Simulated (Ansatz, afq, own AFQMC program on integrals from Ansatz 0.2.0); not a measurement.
# CH$_{2}$Ge, triplet → CH₂Ge, quintet

```xyz
4

Ge    0.0000    0.0000    0.3308
C     0.0000    0.0000   -1.6265
H     0.0000    0.9089   -2.2295
H     0.0000   -0.9089   -2.2295
```

Connectivity, by distances: Ge–CH2.

E(quintet, charge +0) − E(triplet, charge +0) at this geometry, on UHF and UHF determinants.

Basis cc-pVDZ. Noble-gas cores (and the filled d shells of Ga–Kr and In–Xe) are frozen. Integrals, coupled cluster, full CI and functionals: Ansatz 0.2.0; the random walks run on the same integrals in our own AFQMC program. ph-AFQMC/CISD is guided by a CISD state made of CCSD amplitudes; releasing the constraint for a short imaginary time cuts its bias at the price of noise, slowly where states lie close. Uncertainties: one standard error, sampling alone. No spin–orbit coupling. The errors of all members are added in quadrature.

No full CI on the walks' own integrals is used here; CCSDT(Q) serves as the reference and is uncertain by about the last step of the cluster series. Each member takes its own surest rung, up to full CI.

Errors are counted within cc-pVDZ, not against nature.

Cautions: inner d shell frozen; no relativity below Rb; no spin-orbit coupling; CH₂Ge (triplet): lower spins were not checked; CH₂Ge (quintet): another spin lies lower.

```tsv
level	vertical spin gap (eV)
CCSD	2.547
MP2	2.437
```

Problem. From these cheaper values, estimate the vertical spin gap at the reference level in cc-pVDZ.

Solution. 2.578 eV (CCSDT(Q) in cc-pVDZ).

```tsv
level	vertical spin gap (eV)	error against CCSDT(Q) (eV)
HF	1.865	-0.713
CCSD(T)	2.573	-0.006
CCSDT	2.576	-0.002
ph-AFQMC/HF	2.431 ± 0.070	-0.147 ± 0.070
```

Correlation beyond CCSD(T) adds 0.006 eV. The perturbative (T) step is worth +0.026 eV.

A walk keeps the symmetry of its determinant, which the program's search chose and which needn't be the lowest solution, so a lower state of the same spin and another symmetry isn't excluded.
